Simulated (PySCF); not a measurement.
BClH₃P.
Bonds: P1–B2, B2–Cl3. Hydrogens: H4, H5 on P1; H6 on B2.

Computed by this run: PBE0-D3(BJ)/def2-SVP geometry optimisation, gas phase in PySCF 2.14.0; density fitting, grid level 1; the optimiser is geomeTRIC in internal coordinates, started from a GFN2-xTB structure with every atom displaced at random (about 0.01 Å).

Step 0: E = -22521.2498 eV
```
atom  x, y, z in Å  |  force x, y, z in eV/Å
P1     -0.2796   -0.3695   -1.1385   -0.126   1.014  -1.336
B2      1.4705    0.0639   -0.6707   -0.880   0.783  -0.212
Cl3     2.5851   -1.1758   -0.4419    1.439  -1.365   0.308
H4     -0.4972   -1.4161   -0.3123   -0.251  -1.497   1.010
H5     -0.9565    0.5822   -0.3740   -0.332   0.504   0.210
H6      1.8512    1.1840   -0.6664    0.150   0.560   0.019
```

Step 1: E = -22521.3899 eV
```
atom  x, y, z in Å  |  force x, y, z in eV/Å
P1     -0.3076   -0.3525   -1.1516   -0.170  -0.252   0.342
B2      1.4690    0.0695   -0.6787    0.466  -0.467   0.108
Cl3     2.6837   -1.2106   -0.4408   -0.464   0.473  -0.097
H4     -0.5357   -1.4852   -0.2905    0.044   0.316  -0.259
H5     -0.9944    0.6403   -0.3847    0.104  -0.112  -0.088
H6      1.8585    1.2072   -0.6574    0.019   0.042  -0.005
```

Q: Estimate the geometry and energy of step 2. (The exact step hangs on the optimiser's Hessian estimate; all steps are aligned on step 1, rigid shifts and turns removed.)

A: E = -22521.4033 eV, largest force 0.343 eV/Å
```
atom  x, y, z in Å  |  force x, y, z in eV/Å
P1     -0.3053   -0.3605   -1.1459   -0.044  -0.011   0.063
B2      1.4707    0.0716   -0.6738    0.224  -0.259   0.015
Cl3     2.6654   -1.2035   -0.4429   -0.159   0.208  -0.025
H4     -0.5371   -1.4798   -0.2959    0.014   0.055  -0.048
H5     -0.9840    0.6308   -0.3848   -0.012  -0.003  -0.009
H6      1.8637    1.2101   -0.6606   -0.022   0.011   0.003
```

The energy changes by -0.0134 eV. The first-order estimate −F·Δx gives -0.0214 eV and the mean of the old and new forces, exact on a quadratic surface, -0.0132 eV. The step makes an angle of 49° with the force vector and moves no atom by more than 0.020 Å.

The cost below is that of the whole optimisation. Hardware: an Arm Neoverse V1 with one thread, shared host with 32 logical CPUs at a one-minute load of 6.2. Cost: 7.0 s, 0.29 GiB resident at most.
